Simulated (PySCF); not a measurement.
Species: BH4P.
SMILES with atom numbers: `[BH2:1][PH2:2]` (hydrogens: H3, H4 on B1; H5, H6 on P2)

The closed-shell ground state was solved at several levels (PySCF, density fitting, gas phase, non-relativistic). Geometry: PBE0-D3(BJ)/def2-SVP, one conformer, isolated molecule.

```
            level  basis functions  HOMO (eV)  LUMO (eV)  gap (eV)  dipole (D)
   B97-2/pcSseg-2              135      -7.29      -1.81      5.48        0.84
wB97X-D/def2-SVPD               76      -9.32       0.09      9.41        0.79
```

Estimate the row for PBE0/pcSseg-1, a basis of 61 functions; the other rows only guide the guess.

HOMO -7.55 eV, LUMO -1.78 eV, gap 5.77 eV, dipole 0.98 D.

Over all these levels, which gives the widest orbital gap and which the narrowest?

wB97X-D/def2-SVPD (range-separated hybrid) has the widest, 9.41 eV, and B97-2/pcSseg-2 (global hybrid, 21 % exact exchange) the narrowest, 5.48 eV. Functional and basis both differ between the two, so the spread mixes both effects.

How far do the dipole and the HOMO energy spread over the levels?

The dipole runs from 0.79 to 0.98 D (mean 0.87 D) and the HOMO from -9.32 to -7.29 eV.
